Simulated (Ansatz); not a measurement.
# H3Si: the cost of one run

Method: UKS PBE/def2-SVP, in Ansatz 0.2.0.

### 1 The structure to begin with

Bond lengths: Si1–H2 1.449 Å, Si1–H3 1.449 Å, Si1–H4 1.448 Å. Angles: H2–Si1–H3 115.4°, H2–Si1–H4 115.4°, H3–Si1–H4 115.3°.

Structure file:

```xyz
4

Si    0.2066   -0.0189   -0.1151
H     0.5871    0.6618    1.1056
H    -0.1950   -1.4016    0.0434
H    -0.5987    0.7587   -1.0339
```

### 2 Relaxing the start

The input, input.yaml:

```yaml
crystal:
  periodic: [false, false, false]
  atoms:
    - { symbol: Si, position_ang: [0.20656, -0.0189, -0.11509] }
    - { symbol: H, position_ang: [0.58711, 0.66178, 1.10564] }
    - { symbol: H, position_ang: [-0.19496, -1.40159, 0.04339] }
    - { symbol: H, position_ang: [-0.59871, 0.75871, -1.03394] }
magnetization:
  spin_polarized: true
  initial_magnetization: 1
basis:
  gaussian: { orbitals: def2-SVP }
hamiltonian:
  xc: pbe
relax:
  f_tol: 0.02
  max_steps: 40
output:
  orbitals: {}
```

On the command line:

```bash
$ ansatz run input.yaml --threads 1 --pin off --max-ram 2048MiB --backend cpu --events-out ev --progress --plain --runs-dir out
```

Q: Estimate wall time and peak memory on 1 thread of Arm Neoverse V1, shared host.

About 3.1 s, with a peak of 0.09 GiB.
